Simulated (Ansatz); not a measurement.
This Ansatz (a quantum-chemistry and plane-wave program) input (CCSD(T)/cc-pCVTZ) gives -95.02262 Eh with 142 basis functions. A basis named .json is the Basis Set Exchange file of that set (core-valence sets with the plain set on hydrogen).

Ansatz 0.2 input:
```yaml
crystal:
  periodic: [false, false, false]
  atoms:
    - {symbol: C, position_ang: [0.03618760, 0.60041534, 0.01001252]}
    - {symbol: N, position_ang: [0.01219895, -0.81758933, 0.09244576]}
    - {symbol: H, position_ang: [-0.95471660, 1.16629571, 0.01500298]}
    - {symbol: H, position_ang: [-0.48780604, -1.15122848, -0.74120501]}
    - {symbol: H, position_ang: [0.56688663, 1.01658913, 0.88942020]}
    - {symbol: H, position_ang: [0.57311778, 1.08897690, -0.87041363]}
basis:
  gaussian:
    orbitals: cc-pCVTZ.json
total_charge: -1
magnetization: {spin_polarized: false}
correlation: {method: ccsd_t, electrons: outside_noble_gas}
```

Change:
```diff
- orbitals: cc-pCVTZ.json
+ orbitals: cc-pVTZ
```

Question: What does the run give now?

Answer: -95.01936 Eh (CCSD(T)/cc-pVTZ, 116 functions), a change of +3.26 mEh.
